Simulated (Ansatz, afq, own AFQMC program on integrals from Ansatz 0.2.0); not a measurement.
# Where AFQMC and coupled cluster stand for HCl₂, doublet

```xyz
3

Cl    0.0000    0.0000   -1.5300
H     0.0000    0.0000    0.0330
Cl    0.0000    0.0000    1.4970
```

Connectivity, by distances: Cl ··· Cl, 1 bridging H.

Basis cc-pVTZ. Only valence electrons are correlated. Ansatz 0.2.0 and our own AFQMC program on the same integrals; the CISD trial comes from CCSD amplitudes, and released means the phaseless constraint is let go. Error bars are statistical, one sigma.

Determinant: UHF, the one that the program's search chose, which needn't be the lowest solution. The geometry is a point of a scan.

No full CI on the walks' own integrals is used here; CCSDT(Q) serves as the reference and is uncertain by about the last step of the cluster series.

Cautions: unrestricted determinant slightly spin contaminated (⟨S²⟩ 0.81 against 0.75).

The T1 diagnostic is 0.0147, the weight of the determinant in the CISD state is 0.848 and the ⟨S²⟩ of the determinant is 0.809. The size of the correlated space is 15 electrons in 72 orbitals.

```tsv
level	correlation energy (eV)
MP2	-10.2897
CCSD	-11.4392
CCSD(T)	-11.8871
```

(1) Estimate where AFQMC with the constraint released lies against CCSD(T) on the same integrals.

(1) 49.3 ± 8.1 meV below CCSD(T).

Reference: CCSDT(Q), correlation energy -11.943 eV. The released energy is read at 0.99 1/Eh, later times being too noisy (meV from the phaseless value at times in 1/Eh: -21 ± 5 at 0.24, -25 ± 5 at 0.51, -22 ± 8 at 0.99, 5 ± 17 at 1.50).

```
         level  E − E(reference) (meV)  share of correlation (%)
       CCSD(T)                    56.2                     99.53
         CCSDT                    21.1                     99.82
   ph-AFQMC/HF            119.8 ± 28.5                     99.00
 ph-AFQMC/CISD              28.7 ± 5.4                     99.76
released AFQMC               6.9 ± 8.1                     99.94
```

A walk keeps the symmetry of its determinant, which the program's search chose and which needn't be the lowest solution, so a lower state of the same spin and another symmetry isn't excluded. Released energies are given only where the last usable release times agree within the noise; a slower fall can still hide under it.
